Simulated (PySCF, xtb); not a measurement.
Dissociation curve of C₂H₅Cl, SMILES CCCl, singlet. The C2–Cl8 bond (C2 also carries C, H, H; Cl8 carries nothing else) is varied alone, starting from the PBE0/def2-TZVP optimised geometry. Each curve is given relative to its own lowest point near equilibrium.

| R / Å | A | B | C |
|---|---|---|---|
| 1.35 | 115.6 | 120.8 | 117.1 |
| 1.43 | 67.1 | 69.6 | 65.3 |
| 1.53 | 30.2 | 30.8 | 27.5 |
| 1.60 | 15.1 | 15.0 | 12.7 |
| 1.67 | 6.1 | 5.7 | 4.3 |
| 1.72 | 2.4 | 2.0 | 1.3 |
| 1.79 | 0.0 | 0.0 | 0.0 |
| 1.85 | 0.0 | 0.4 | 1.0 |
| 1.88 | 0.5 | 1.2 | 2.0 |
| 1.98 | 4.0 | 5.7 | 7.5 |
| 2.07 | 8.8 | 11.5 | 14.2 |
| 2.22 | 18.5 | 23.1 | 27.3 |
| 2.39 | 30.1 | 37.2 | 42.7 |
| 2.67 | 48.0 | 59.2 | 64.6 |
| 2.98 | 63.9 | 80.3 | 81.8 |
| 3.21 | 71.7 | 93.5 | 90.1 |
| 3.54 | 78.4 | 109.3 | 97.2 |
| 3.95 | 82.9 | 124.5 | — |
| 4.36 | 85.4 | 135.8 | — |
| 4.81 | 86.8 | 144.7 | — |
| 5.41 | 87.8 | 152.6 | — |
| 6.20 | 88.2 | 159.1 | — |

Energies in kcal/mol.

Task: Which curve belongs to which method? The methods are GFN1-xTB (xtb); RHF/cc-pVDZ run with PySCF 2.14.0; unrestricted PBE/cc-pVDZ in PySCF.

Result: A is UKS-PBE; B is RHF; C is GFN1-xTB.

A dash means that the run gave no value there, or that the column was ended at a point which the program doubted or which failed a test of continuity chosen for this set; such a test can also cut sound points.

The unrestricted determinant behind UKS-PBE is spin-contaminated at 2.98 to 6.20 Å (<S²> up to 0.8, against 0.00 for a pure singlet). At the longest distance UKS-PBE leaves fractional charges on the fragments, a sign of delocalisation error or of the restricted form. The restricted form behind RHF keeps the bonding electrons paired and can't separate into open-shell fragments.
